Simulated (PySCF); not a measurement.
Molecule: 2,2,2-Trifluoroethylamine, C₂H₄F₃N.

Geometry:
```tsv
atom	x (Å)	y (Å)	z (Å)
N1	-1.356	-0.056	-0.334
C2	-0.098	0.559	-0.006
C3	0.914	-0.488	0.398
F4	1.067	-1.402	-0.572
F5	2.108	0.076	0.611
F6	0.569	-1.135	1.507
H7	-2.082	0.643	-0.456
H8	-1.285	-0.579	-1.204
H9	0.384	1.158	-0.806
H10	-0.221	1.224	0.862
```

Geometry PBE0-D3(BJ)/def2-SVP throughout; GIAO in PySCF 2.14, gas phase, one conformer, non-relativistic; equivalent atoms averaged; basis pcSseg-2.

(1) How do the shifts δ (against NH3, TMS, CFCl3 at the same level) depend on the functional? (ppm; last column core-seconds on shared hosts with different chips, so compare them loosely)

(2) Which nucleus moves most, in ppm?

## Answers

(1) 
```tsv
functional	kind	N1	C3	C2	F4/F5/F6	H9/H10	H7/H8	core-s
HF	Hartree–Fock	11.8	117.3	44.3	-58.4	2.86	0.85	15
LDA	LDA	26.6	145.0	51.7	-103.5	3.40	0.54	31
PBE	GGA	26.3	140.8	51.0	-103.7	3.33	0.53	39
BLYP	GGA	28.6	141.6	52.2	-103.2	3.37	0.61	39
BP86	GGA	25.0	140.6	51.1	-103.7	3.31	0.53	40
OPBE	GGA	23.6	135.5	48.8	-100.5	3.24	0.48	40
KT2	GGA	24.5	135.3	49.5	-111.9	3.32	0.56	35
KT3	GGA	25.6	133.5	49.2	-106.6	3.30	0.60	36
B97-D	GGA	24.7	137.3	50.5	-100.9	3.31	0.60	35
B3LYP	global hybrid	23.4	137.3	50.3	-89.9	3.22	0.66	25
PBE0	global hybrid	20.4	135.4	48.9	-87.6	3.15	0.59	25
mPW1PW91	global hybrid	20.1	135.5	49.0	-86.9	3.14	0.60	26
WP04	global hybrid	20.5	140.2	50.8	-84.9	3.15	0.81	39
B97-2	global hybrid	20.4	134.1	48.8	-88.3	3.15	0.61	39
BHandHLYP	global hybrid	18.3	130.1	48.0	-75.1	3.07	0.75	42
CAM-B3LYP	range-separated hybrid	21.5	137.5	50.0	-77.7	3.18	0.70	48
wB97X-D	range-separated hybrid	18.5	135.8	49.4	-80.3	3.09	0.62	52
LC-wPBE	range-separated hybrid	16.6	139.0	48.9	-64.6	3.06	0.62	64
```

(2) F4/F5/F6 (fluorine of a CF3 group): from -111.9 ppm with KT2 to -58.4 ppm with HF. The smallest spread is 0.37 ppm, at H7/H8. Proton shifts span only some 12 ppm, so a few tenths of a ppm matter as much there as several ppm in carbon.
